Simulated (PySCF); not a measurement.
Relaxation of singlet [NO2]-

Computed with PBE0/[N def2-TZVPD, O def2-TZVPD], no relativity, density fitting, PySCF. A (50,194) grid was used.

A start displaced from a saddle point along its imaginary mode, of C2v symmetry, held to at least that symmetry:

```xyz
3
charge -1 multiplicity 1, angstrom
N    -0.1082   -0.0519    0.0000
O     0.0474    0.0227    1.2830
O     0.0474    0.0227   -1.2830
```

**Question.** What forces act on the atoms at the start (eV/Å)?

**Answer.** 
```csv
atom,Fx,Fy,Fz
N1,-9.06,-4.35,0.00
O2,4.53,2.18,-2.60
O3,4.53,2.18,2.60
```

**Question.** What does it relax to?

**Answer.** It ends at C2v with N–O 1.245 Å (×2); O–N–O 116.8°. A frequency run shows a minimum. Other isomers or separated fragments may lie lower.

**Question.** How much energy is released, and in how many steps?

**Answer.** 373.8 kJ/mol in 6 steps.

The relaxation took roughly 16 core-seconds on a shared host.
